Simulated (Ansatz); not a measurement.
Cartesian coordinates in Å:
```
C -1.874 1.007 -0.234
C -0.755 0.351 -0.445
C 0.040 -0.532 -1.302
C 0.599 0.009 0.001
C 0.810 -0.919 1.163
O 1.607 0.969 -0.164
H -2.700 0.959 -0.937
H -2.011 1.622 0.649
H 0.454 -0.109 -2.212
H -0.206 -1.588 -1.354
H 0.025 -1.676 1.208
H 0.797 -0.366 2.107
H 1.779 -1.417 1.072
H 1.435 1.691 0.447
```

Total charge 0; spin multiplicity 1.

Task: List the r2SCAN/def2-TZVPP orbital energies in eV (the Gaussian-basis code of Ansatz). (Estimate.)

Result: The calculation gave: Occupied: -515.88, -274.81, -273.42, -273.17, -273.06, -272.91, -27.23, -22.63, -19.09, -18.42, -15.09, -14.40, -12.48, -11.93, -11.39, -10.93, -10.26, -9.90, -9.53, -8.09, -6.98, -6.66, -6.35. Lowest empty: -0.83, 0.93, 2.08, 2.44, 2.68, 2.87, 3.18, 3.72.
